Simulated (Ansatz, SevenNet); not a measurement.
For zinc-blende GaP, the machine-learned potential SevenNet-l3i5 (trained on PBE and PBE+U data) gives:

| Item | Result |
|---|---|
| elastic constant C11 | 108 GPa |
| elastic constant C44 | 49.1 GPa |
| Voigt–Reuss–Hill shear modulus | 38.3 GPa |

Question: What does LC-ωPBE (Ansatz, a quantum-chemistry and plane-wave program, PAW) give for the same quantities?

Answer: 
- elastic constant C11: 171 GPa (increases by 58 %)
- elastic constant C44: 84.4 GPa (increases by 72 %)
- Voigt–Reuss–Hill shear modulus: 66.9 GPa (goes up by 75 %)

For comparison: elastic constant C11 140 GPa (measured, temperature not stated, not corrected to a static lattice; as tabulated in Råsander and Moram (2015), arXiv:1505.02379); elastic constant C44 70 GPa (measured, temperature not stated, no zero-point or thermal correction; as tabulated in Råsander and Moram (2015), arXiv:1505.02379).

Changes are worked out from the printed values.

Unless a cell is named, each level is at its own relaxed cell (SevenNet-l3i5 20.86, LC-ωPBE 19.47 Å³/atom).

Ansatz's density-functional and Hartree–Fock values are scalar-relativistic unless marked +SOC, with PAW data made under PBE.
